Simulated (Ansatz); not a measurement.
A made-up structure of CH3BSi, closed shell:

```json
{"atom": "B1", "x (Å)": "-1.3096", "y (Å)": "-0.6028", "z (Å)": "-0.0320"}
{"atom": "C2", "x (Å)": "-0.1155", "y (Å)": "-1.2336", "z (Å)": "0.0209"}
{"atom": "Si3", "x (Å)": "-0.0922", "y (Å)": "0.7692", "z (Å)": "-0.0185"}
{"atom": "H4", "x (Å)": "0.7132", "y (Å)": "-1.9184", "z (Å)": "0.0625"}
{"atom": "H5", "x (Å)": "-2.4384", "y (Å)": "-0.4244", "z (Å)": "0.0959"}
{"atom": "H6", "x (Å)": "0.3616", "y (Å)": "1.5169", "z (Å)": "1.1843"}
```

It is relaxed with PBE-D4/def2-SVP and then PBE0-D4/def2-TZVP (Ansatz 0.2.0). Atoms count as bonded within 1.22 times the sum of their covalent radii (H–H: 0.88 Å). The end point is not checked to be a true minimum.

Q: Does its bonding change? (A judgement: the text doesn't fix the answer.)

A: By the calculation: No: no bond forms or breaks.

Where it ends: The first stage lowers the energy by 2.04 eV in 10 steps. It ends as CH₃BSi ([BH]1[CH][SiH]1):
B1  (-1.469, -0.553, -0.007)
C2  (-0.060, -0.985, 0.141)
Si3  (-0.154, 0.705, 0.506)
H4  (0.502, -1.905, 0.031)
H5  (-2.587, -0.847, -0.267)
H6  (0.886, 1.693, 0.909)
(Å)

Labels in which every atom is bracketed show which atoms are joined, not bond orders.

For scale, one of the runs: PBE0-D4/def2-TZVP relaxation, 117 basis functions, launched by `ansatz run in.yaml --threads 2 --pin off --events-out ev --progress --plain --max-ram 4352MiB`. The run took about 13 s on 2 CPU threads of an Arm Neoverse V2 (shared host).
